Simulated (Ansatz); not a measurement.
Born–Oppenheimer molecular dynamics of C3H6 + HCN (or HNC) (12 atoms, charge 0, multiplicity 1). It starts from a relaxed structure.

The calculation used Ansatz 0.2.0, UKS PBE0/STO-3G.

| Property | Result |
| --- | --- |
| ensemble | NVT, Langevin thermostat |
| time step | 0.25 fs |
| steps asked | 240 |
| set temperature | 1000 K |
| friction | 0.005 /fs |
| masses | H 2.014 u |
| seed | 144051 |

First frame:

```xyz
12
Properties=species:S:1:pos:R:3
C 0.060 0.284 -3.773
N 0.371 -0.045 -2.675
H -0.224 0.584 -4.779
C 0.659 -0.333 0.752
C -0.096 0.738 1.516
C -0.630 -0.681 1.472
H 0.642 -0.293 -0.342
H 1.596 -0.698 1.179
H -0.623 1.503 0.942
H 0.328 1.098 2.456
H -0.567 -1.281 2.383
H -1.518 -0.877 0.868
```

**Question.** How far do the bonds stretch over the last three quarters of this one trajectory? (Pairs bonded in most of those frames.)

**Answer.** 
```csv
bond,mean (Å),spread (Å),shortest,longest
C1–N2,1.190,0.015,1.17,1.22
C1–H3,1.093,0.023,1.05,1.14
C4–C5,1.506,0.027,1.46,1.54
C4–C6,1.537,0.034,1.48,1.59
C4–H7,1.105,0.049,1.02,1.18
C4–H8,1.094,0.021,1.05,1.13
C5–C6,1.527,0.029,1.50,1.58
C5–H9,1.098,0.025,1.06,1.14
C5–H10,1.101,0.032,1.05,1.16
C6–H11,1.097,0.017,1.07,1.13
C6–H12,1.093,0.012,1.07,1.12
```

Mean temperature of the second half: 718 K. The mean temperature of the second half is 28 % below the set value. A run of 0.06 ps of so small a system gives no equilibrium averages. Limits of this set-up: minimal basis.

Time of the run: 13 min on 1 thread of Intel(R) Xeon(R) Platinum 8259CL CPU @ 2.50GHz (Skylake/Cascade Lake) (shared host), peak memory 0.14 GiB.
